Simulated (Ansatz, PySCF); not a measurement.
Wanted: the gas-phase enthalpy of formation of c1cc[nH]c1 at 298 K. Reaction (SMILES): c1cc[nH]c1 + 4 C (CH4) + N (NH3) -> 2 C=C (C2H4) [ethene] + CC (C2H6) [ethane] + 2 CN (CH5N) [methanamine]; bond separation energy.

Each molecule is optimised on its own at B3LYP-D3(BJ)/def2-TZVP (Ansatz, a quantum-chemistry and plane-wave program). Cores are frozen in the correlated levels unless marked. Open shells are spin-unrestricted. No spin-orbit coupling. No relativistic terms. Basis-set limits of correlation are two-point, X^-3; Hartree-Fock from the larger set. [CCSD(T)-MP2]/basis is that difference in the basis named. Thermal terms are rigid-rotor harmonic-oscillator values from B3LYP-D3(BJ) frequencies (PySCF) at 298.15 K and 1 atm. 1 Eh = 627.5095 kcal/mol. PBE is always shown; the other two functionals were drawn at random. The atomisation route leaves out scalar relativity and anharmonic zero-point terms, the atoms' spin-orbit terms, and in the frozen-core level the core correlation. Atomic data: G2/97 table in ASE.

Tabulated enthalpies of formation of the partners: C (CH4) -17.8 kcal/mol, ATcT 1.112; C=C (C2H4) 12.6 kcal/mol, ATcT 1.112; CC (C2H6) -20.0 kcal/mol, ATcT 1.112; CN (CH5N) -5.0 kcal/mol, ATcT 1.112; N (NH3) -10.9 kcal/mol, ATcT 1.112. G2/97 and CRC values are older and not checked against later work.

| level | computed ΔH of the reaction (kcal/mol) | ΔHf by atomisation and measured atoms (kcal/mol) |
|---|---|---|
| PBE/def2-TZVPD (Ansatz) | 55.3 | -12.2 |
| r2SCAN-D4/def2-TZVPD (Ansatz + dftd4) | 56.9 | 21.2 |
| wB97M-V/def2-TZVPD (Ansatz) | 51.5 | 22.0 |
| RI-MP2/CBS(cc-pVTZ,cc-pVQZ)+[CCSD(T)-MP2]/cc-pVTZ (Ansatz) | 50.3 | 29.3 |

Task: Derive ΔHf from the reaction at each level, and compare how far the levels part by the two routes.

Result: 
The partners sum to 77.3 kcal/mol (products minus other reactants), so ΔHf = (77.3 - ΔH):
- PBE/def2-TZVPD: 22.0; errors -3.9 by the reaction, -38.1 by atomisation
- r2SCAN-D4/def2-TZVPD: 20.4; errors -5.5 by the reaction, -4.7 by atomisation
- wB97M-V/def2-TZVPD: 25.8; errors -0.1 by the reaction, -3.9 by atomisation
- RI-MP2/CBS(cc-pVTZ,cc-pVQZ)+[CCSD(T)-MP2]/cc-pVTZ: 27.0; errors +1.1 by the reaction, +3.4 by atomisation
All levels span 6.6 kcal/mol by the reaction and 41.5 by atomisation; without PBE they span 6.6 and 8.1. The errors are against the measured 25.9 kcal/mol (G2/97 table).
